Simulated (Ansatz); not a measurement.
Relaxed structures of BSiH3Cl, doublet (PBE0-D4/def2-TZVP; forces vanish, vibrations not checked; lower isomers may exist, and structures with a doubtful reference or unclear bonds are left out; Å). Computed with Ansatz 0.2.0 (basis: def2-TZVPP); correlated methods freeze the cores; orbitals are unrestricted.

(1) Rank them by CCSD(T) energy, lowest first, and give each one's height above the lowest. Links in brackets join atoms within 1.22 times the sum of their covalent radii (1.1 for two metals). (Judge from chemistry; the value comes from the calculation.)
A.
BSiH₃Cl ([SiH3][B][Cl])
```
6
angstrom
Si -0.5542 0.2216 -0.7827
B 0.7630 -0.6495 0.4368
Cl 0.7115 -2.0411 1.4237
H -1.8826 -0.4468 -0.8955
H -0.7533 1.6106 -0.2888
H 0.0719 0.2810 -2.1308
```
B.
BSiH₃Cl ([BH2][SiH][Cl])
```
6
angstrom
Si 0.6994 -0.3174 0.4958
B -0.7240 0.4547 -0.5073
Cl 1.0364 -2.3222 0.6471
H -1.4948 -0.2318 -1.1028
H -0.7970 1.6472 -0.5042
H 1.7426 0.3700 1.2904
```
C.
BSiH₃Cl ([SiH2][BH][Cl])
```
6
angstrom
Si -0.6833 0.4583 -0.4774
B 0.7627 -0.3279 0.5416
Cl 0.9583 -2.0672 0.6019
H -1.6791 -0.3277 -1.2417
H -0.9016 1.9208 -0.5679
H 1.5429 0.3437 1.1435
```

No T1 diagnostic of these runs exceeds 0.017. ⟨S²⟩ of the unrestricted Hartree–Fock references: 0.76 to 0.77 (a pure state has 0.75).

Results:

(1) By the calculation: B (0.0 kJ/mol), C (7.6 kJ/mol), A (80.4 kJ/mol). Heights count from the lowest.

For scale, one of the runs: CCSD(T)/def2-TZVPP, 157 basis functions, launched by `ansatz run in.yaml --threads 2 --pin off --events-out ev --progress --plain --max-ram 4352MiB`. The run took 49 s on 2 CPU threads of an Intel Xeon Platinum 8259CL (shared host), with 2.4 GiB of host memory at its peak.
